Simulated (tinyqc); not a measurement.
Extended Hueckel theory, for CO+, step by step. The parameters take no account of the charge, which enters only through the electron count. One step of it, computed by the program tinyqc.

Question. Wolfsberg-Helmholz matrix. H_ij = K' S_ij (H_ii + H_jj)/2 for i != j (the diagonal keeps H_ii), with K' = K + D^2 + D^4 (1 - K), D = (H_ii - H_jj)/(H_ii + H_jj), K = 1.5.

overlap S:
```
            1C 2s    1C 2px    1C 2py     1C 2pz     2O 2s    2O 2px    2O 2py     2O 2pz
1C 2s    1.000000  0.000000  0.000000   0.000000  0.353374  0.000000  0.000000  -0.296345
1C 2px   0.000000  1.000000  0.000000   0.000000  0.000000  0.198912  0.000000   0.000000
1C 2py   0.000000  0.000000  1.000000   0.000000  0.000000  0.000000  0.198912   0.000000
1C 2pz   0.000000  0.000000  0.000000   1.000000  0.439866  0.000000  0.000000  -0.305507
2O 2s    0.353374  0.000000  0.000000   0.439866  1.000000  0.000000  0.000000   0.000000
2O 2px   0.000000  0.198912  0.000000   0.000000  0.000000  1.000000  0.000000   0.000000
2O 2py   0.000000  0.000000  0.198912   0.000000  0.000000  0.000000  1.000000   0.000000
2O 2pz  -0.296345  0.000000  0.000000  -0.305507  0.000000  0.000000  0.000000   1.000000
```

diagonal H_ii (eV): 1C 2s -21.400000, 1C 2px -11.400000, 1C 2py -11.400000, 1C 2pz -11.400000, 2O 2s -32.300000, 2O 2px -14.800000, 2O 2py -14.800000, 2O 2pz -14.800000

K = 1.500000

Give: H.

Answer.

H (eV):
```
           1C 2s    1C 2px    1C 2py    1C 2pz     2O 2s    2O 2px    2O 2py    2O 2pz
1C 2s   -21.4000    0.0000    0.0000    0.0000  -14.6150    0.0000    0.0000    8.2211
1C 2px    0.0000  -11.4000    0.0000    0.0000    0.0000   -3.9521    0.0000    0.0000
1C 2py    0.0000    0.0000  -11.4000    0.0000    0.0000    0.0000   -3.9521    0.0000
1C 2pz    0.0000    0.0000    0.0000  -11.4000  -16.3636    0.0000    0.0000    6.0700
2O 2s   -14.6150    0.0000    0.0000  -16.3636  -32.3000    0.0000    0.0000    0.0000
2O 2px    0.0000   -3.9521    0.0000    0.0000    0.0000  -14.8000    0.0000    0.0000
2O 2py    0.0000    0.0000   -3.9521    0.0000    0.0000    0.0000  -14.8000    0.0000
2O 2pz    8.2211    0.0000    0.0000    6.0700    0.0000    0.0000    0.0000  -14.8000
```
